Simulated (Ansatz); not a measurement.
# singlet NO+: levels of theory compared

We compute a comparison of 6 runs (B2PLYP/STO-3G, HSE06/STO-3G, r2SCAN0/STO-3G, BCCD(T)/STO-3G, CCSDTQ/STO-3G, FCI/STO-3G) of singlet NO+. 

The calculation is run with Ansatz 0.2.0.

32 further runs of the same task are left out: 2 that didn't finish, 30 set aside as unsound or not needed.

**1. Starting point**

NO+ has 2 atoms, charge +1, and is taken as a singlet. SMILES of the parent species: `[N]=O`. The shape is that of a PBE0-D4/def2-TZVP optimisation. That shape belongs to the parent species and isn't relaxed for this state.

Bond lengths: N1–O2 1.140 Å.

**2. The energy at B2PLYP/STO-3G (run 1)**

in.yaml

```yaml
basis:
  gaussian:
    orbitals: STO-3G
crystal:
  periodic: [false, false, false]
  atoms:
    - {symbol: N, position_ang: [-0.483620, 0.177030, -0.243990]}
    - {symbol: O, position_ang: [0.483620, -0.177030, 0.243990]}
total_charge: 1
hamiltonian:
  xc: {name: B2PLYP}
magnetization:
  spin_polarized: false
accuracy: high
correlation:
  frozen_orbitals: {"N": 1, O: 1}
```

Run with:

```console
ansatz run in.yaml --threads 1 --pin off --max-ram 3480MiB --events-out events.jsonl --progress --plain --runs-dir runs
```

Output:

```text
Warning: RAYON_NUM_THREADS=1 ignored (pool sized by the plan → 1); use --threads N
Functional definition: B2PLYP
  name "B2PLYP"
  parameter a = 0.53
  parameter c = 0.27
  exchange = (1 - a)*b88_x + a*exact_x
  correlation = (1 - c)*lyp_c + c*(mp2_os + mp2_ss)
149 factors; integrals over basis functions are off by at most 3.2e-8 eV
mean field evaluation 1: about -3470.5921 eV, gradient 2.6e1 eV
mean field evaluation 2: about -3470.5703 eV, gradient 2.5e1 eV
mean field evaluation 4: about -3472.0911 eV, gradient 1.3e0 eV
mean field evaluation 8: about -3472.0940 eV, gradient 1.5e-3 eV
mean field -3472.09397300 eV, -127.5971000378 hartree, gradient 4.3e-8 eV, S^2 0.000000; 0 other end points of the search recorded, 0 dependent functions left out
2 core orbitals not correlated: weight in the atoms' cores, before any rotation towards them, 1.000 or more for the frozen orbitals, at most 0.000 for the correlated occupied ones
reference -3472.09398208 eV, -127.5971003717 hartree; 5, 5 occupied and 3, 3 virtual orbitals, 149 factors
second order -7.45508892 eV of doubles, -0.00000000 eV of singles
Total energy: -3474.10685609 eV, -127.6710721271 hartree
```

Wall time 0.46 s (1 thread of Arm Neoverse V1, shared host).

**3. A single-point energy at HSE06/STO-3G (run 2)**

run.yaml

```yaml
crystal:
  periodic: [false, false, false]
  atoms:
    - {symbol: "N", position_ang: [-0.483620, 0.177030, -0.243990]}
    - {symbol: O, position_ang: [0.483620, -0.177030, 0.243990]}
basis:
  gaussian:
    orbitals: STO-3G
accuracy: high
hamiltonian:
  xc: {name: HSE06}
total_charge: 1
```

Run with:

```console
ansatz run run.yaml --threads 1 --pin off --max-ram 3480MiB --events-out events.jsonl --progress --plain --runs-dir runs
```

Output:

```text
Warning: RAYON_NUM_THREADS=1 ignored (pool sized by the plan → 1); use --threads N
Functional definition: HSE06
  name "HSE06"
  parameter a = 0.25
  parameter omega = 0.11/bohr
  exchange = pbe_x - a*pbe_x_sr(omega) + a*exact_x_sr(omega)
  correlation = pbe_c
149 factors; integrals over basis functions are off by at most 3.2e-8 eV
32 factors; integrals over basis functions are off by at most 3.3e-10 eV
mean field evaluation 1: about -3472.9708 eV, gradient 2.3e1 eV
mean field evaluation 2: about -3461.8166 eV, gradient 7.7e1 eV
mean field evaluation 4: about -3474.2114 eV, gradient 1.9e-1 eV
mean field evaluation 8: about -3474.1734 eV, gradient 5.9e-5 eV
mean field -3474.17339569 eV, -127.6735174123 hartree, gradient 1.6e-8 eV, S^2 0.000000; 0 other end points of the search recorded, 0 dependent functions left out
reference -3474.17339639 eV, -127.6735174381 hartree; 7, 7 occupied and 3, 3 virtual orbitals, 149 factors
Total energy: -3474.17339639 eV, -127.6735174381 hartree
```

It took 0.46 s on 1 thread of Arm Neoverse V1, shared host.

Runs 3 to 5 aren't shown in full; the table further down has their settings and results.

**4. A single-point energy at FCI/STO-3G (run 6)**

in.yaml

```yaml
crystal:
  periodic: [false, false, false]
  atoms:
    - {symbol: "N", position_ang: [-0.483620, 0.177030, -0.243990]}
    - {symbol: O, position_ang: [0.483620, -0.177030, 0.243990]}
basis:
  gaussian: {orbitals: STO-3G}
total_charge: 1
correlation: {method: fci, frozen_orbitals: {"N": 1, O: 1}}
accuracy: high
```

Run with:

```console
ansatz run in.yaml --threads 1 --pin off --max-ram 3480MiB --events-out events.jsonl --progress --plain --runs-dir runs
```

Output:

```text
Warning: RAYON_NUM_THREADS=1 ignored (pool sized by the plan → 1); use --threads N
Functional definition: HF
  name "HF"
  exchange = exact_x
  correlation = 0
149 factors; integrals over basis functions are off by at most 3.2e-8 eV
mean field evaluation 1: about -3459.7542 eV, gradient 2.6e1 eV
mean field evaluation 2: about -3459.7634 eV, gradient 2.6e1 eV
mean field evaluation 4: about -3461.4002 eV, gradient 8.4e-1 eV
mean field evaluation 8: about -3461.4005 eV, gradient 1.7e-6 eV
mean field -3461.40050572 eV, -127.2041223636 hartree, gradient 4.3e-8 eV, S^2 0.000000; 0 other end points of the search recorded, 0 dependent functions left out; unrestricted orbitals would lower it
mean field evaluation 16: about -3461.5611 eV, gradient 4.3e-1 eV
2 core orbitals not correlated: weight in the atoms' cores, before any rotation towards them, 1.000 or more for the frozen orbitals, at most 0.000 for the correlated occupied ones
reference -3461.40050572 eV, -127.2041223636 hartree; 5, 5 occupied and 3, 3 virtual orbitals, 149 factors
state -3466.76805509 eV, -127.4013761650 hartree
Total energy: -3466.76805509 eV, -127.4013761650 hartree
```

It took 0.16 s on 1 thread of Arm Neoverse V1, shared host.

**5. All runs side by side**

| run | level | frozen core orbitals | energy (Eh) | wall time |
| --- | --- | --- | --- | --- |
| 1 | B2PLYP/STO-3G | 2 | -127.671072 | 0.46 s |
| 2 | HSE06/STO-3G | – | -127.673517 | 0.46 s |
| 3 | r2SCAN0/STO-3G | – | -127.736240 | 0.97 s |
| 4 | BCCD(T)/STO-3G | 2 | -127.398389 | 0.18 s |
| 5 | CCSDTQ/STO-3G | 2 | -127.400906 | 2.1 s |
| 6 | FCI/STO-3G | 2 | -127.401376 | 0.16 s |

**6. Outcome**

| quantity | value |
| --- | --- |
| run 6: total energy | -127.40138 Eh |
| run 6: correlation energy (2 core orbitals frozen) | -197.3 mEh |

What this shows: Against full CI in this basis: BCCD(T) +3.0 mEh; CCSDTQ +0.5 mEh. Totals of different functionals can't be ranked against each other. In runs 4, 5 the log says that unrestricted orbitals would lower the reference, so the values rest on an unstable closed-shell determinant (other closed-shell runs at this shape may share the fault). In runs 1, 2, 3, 4, 5, 6 the basis is minimal, so the values are rough. All runs together took 4.3 s, the longest 2.1 s.
